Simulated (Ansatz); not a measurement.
# C₄H₇F: a ladder of functionals and wavefunction methods

The task here is to estimate one member of a computed series from the others.

Computed with Ansatz 0.2.0, Gaussian basis. Level: functionals in def2-TZVPP, the program's frozen cores in correlated methods.

Plan: PBE-D4, r2SCAN-D4, PBE0-D4, B3LYP-D4, ωB97X-V, ωB97M-V, B2PLYP; CCSD(T)/def2-TZVPP; MP2/def2-QZVPP; extrapolation to the limit.

## The relaxed structure

All runs share one geometry, relaxed beforehand with PBE0-D4 in a triple-zeta def2 set.

SMILES `FC1CCC1`, 12 atoms, charge 0, spin multiplicity 1.

Atoms are counted from 1 here; the program's logs count them from 0.

Bond lengths: F1–C2 1.386 Å, C2–C3 1.531 Å, C2–C5 1.531 Å, C2–H6 1.092 Å, C3–C4 1.544 Å, C3–H7 1.090 Å, C3–H8 1.092 Å, C4–C5 1.544 Å, C4–H9 1.090 Å, C4–H10 1.090 Å, C5–H11 1.090 Å, C5–H12 1.092 Å. Angles: F1–C2–C3 110.9°, F1–C2–C5 110.9°, F1–C2–H6 107.0°, C3–C2–C5 89.3°, C3–C2–H6 118.9°, C5–C2–H6 118.9°, C2–C3–C4 88.9°, C2–C3–H7 115.4°, C2–C3–H8 111.4°, C4–C3–H7 118.3°, C4–C3–H8 112.5°, H7–C3–H8 109.1°, C3–C4–C5 88.4°, C3–C4–H9 117.1°, C3–C4–H10 112.2°, C5–C4–H9 117.1°, C5–C4–H10 112.2°, H9–C4–H10 108.7° and more.

The first run:

Contents of in.yaml:

```yaml
crystal:
  periodic: [false, false, false]
  atoms:
    - {symbol: F, position_ang: [-1.873717, 0.343478, 0.782354]}
    - {symbol: C, position_ang: [-0.950629, -0.466928, 0.139838]}
    - {symbol: C, position_ang: [0.387361, -0.468415, 0.884571]}
    - {symbol: C, position_ang: [0.894057, 0.622435, -0.083375]}
    - {symbol: C, position_ang: [-0.283621, 0.277502, -1.020237]}
    - {symbol: H, position_ang: [-1.445924, -1.420089, -0.058945]}
    - {symbol: H, position_ang: [0.331817, -0.231384, 1.947391]}
    - {symbol: H, position_ang: [0.912973, -1.416982, 0.757427]}
    - {symbol: H, position_ang: [1.900517, 0.502766, -0.484771]}
    - {symbol: H, position_ang: [0.803368, 1.622936, 0.340364]}
    - {symbol: H, position_ang: [-0.863338, 1.097243, -1.445451]}
    - {symbol: H, position_ang: [0.005136, -0.407761, -1.819766]}
basis:
  gaussian: {orbitals: def2-TZVPP}
hamiltonian: {xc: pbe, dispersion: d4}
output: {forces: true, orbitals: {seedname: orbitals}}
```

Steps of the session up to this table: PBE-D4 (GGA); r2SCAN-D4 (meta-GGA); PBE0-D4 (hybrid); B3LYP-D4 (hybrid); ωB97X-V (range-separated); ωB97M-V (range-separated); B2PLYP (double hybrid); CCSD(T) in def2-TZVPP; MP2 in def2-QZVPP.

One table of the session follows, with a row left open; its other results are not shown here.

| method | atomisation energy (eV) |
| --- | --- |
| PBE-D4 | 51.628 |
| r2SCAN-D4 | 50.468 |
| PBE0-D4 | 50.828 |
| B3LYP-D4 | 50.263 |
| ωB97X-V | 50.478 |
| ωB97M-V | 50.506 |
| B2PLYP | ? |
| HF/def2-TZVPP | 37.381 |
| MP2/def2-TZVPP | 49.992 |
| CCSD/def2-TZVPP | 48.489 |
| CCSD(T)/def2-TZVPP | 49.172 |
| MP2/CBS | 51.092 |
| CCSD(T)/CBS | 50.272 |

Estimate the missing values for B2PLYP.

The run gave: atomisation energy (eV): 49.833. In the column «atomisation energy (eV)» it lies between CCSD(T)/def2-TZVPP (49.172) and MP2/def2-TZVPP (49.992).

To keep in mind: Free atoms (1 F, 4 C, 7 H) were run apart at each level; the atomisation energy is their sum less the molecule, without zero-point or spin-orbit terms.
